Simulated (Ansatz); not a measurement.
**Relative stability**

Two relaxed structures of BSiNH6, singlet (PBE0-D4/def2-TZVP; forces vanish, vibrations not checked).

A:

```csv
atom,x (Å),y (Å),z (Å)
B1,-1.0446,0.7667,-1.0051
Si2,0.5901,0.2022,0.0032
N3,0.3226,-1.2486,0.8963
H4,-2.1422,0.3676,-0.7397
H5,-0.9597,1.5810,-1.8779
H6,0.9504,1.4113,0.8254
H7,1.7620,-0.0283,-0.8881
H8,1.0755,-1.6776,1.4101
H9,-0.5542,-1.3742,1.3758
```

B:

B1  (-0.759, 0.250, -0.779)
Si2  (-0.174, -1.144, 0.485)
N3  (0.457, 0.598, 0.209)
H4  (-1.766, 0.836, -0.503)
H5  (-0.413, 0.121, -1.917)
H6  (0.293, 1.292, 0.923)
H7  (1.370, 0.723, -0.203)
H8  (1.010, -2.023, 0.286)
H9  (-0.555, -1.196, 1.922)
(Å)

Program: Ansatz 0.2.0. Basis: def2-TZVPP. Cores are frozen in the correlated methods. B3LYP uses VWN-RPA correlation.

(1) Which structure is lower at CCSD(T), and by how much? (Judge from chemistry; the value comes from the calculation.)

(2) Do the other methods give the same order? (Judge from chemistry; the calculation decides.)

The T1 diagnostic stays at or below 0.012.

## Answers

(1) By the calculation: B, by 33.6 kJ/mol (electronic energy, against the other). By their contacts, A is BSiNH₆ ([BH2][SiH2][NH2]) and B is BSiNH₆ ([BH2]1[NH2][SiH2]1).

(2) The calculation gives: Not all: HF gives the other order.

| method | E(B) − E(A) (kJ/mol) |
| --- | --- |
| PBE-D4 | -57.0 |
| r2SCAN-D4 | -44.1 |
| PBE0-D4 | -47.1 |
| B3LYP-D4 | -29.5 |
| wB97M-V | -39.0 |
| HF | 23.0 |
| MP2 | -38.0 |
| CCSD | -25.2 |
| CCSD(T) | -33.6 |

Labels in which every atom is bracketed show which atoms are joined, not bond orders.

For scale, one of the runs: CCSD(T)/def2-TZVPP, 188 basis functions, launched by `ansatz run in.yaml --threads 2 --pin off --events-out ev --progress --plain --max-ram 4352MiB`. Hardware: 2 CPU threads of an Arm Neoverse V2, shared host. Wall time 35 s; peak host memory 1.9 GiB.
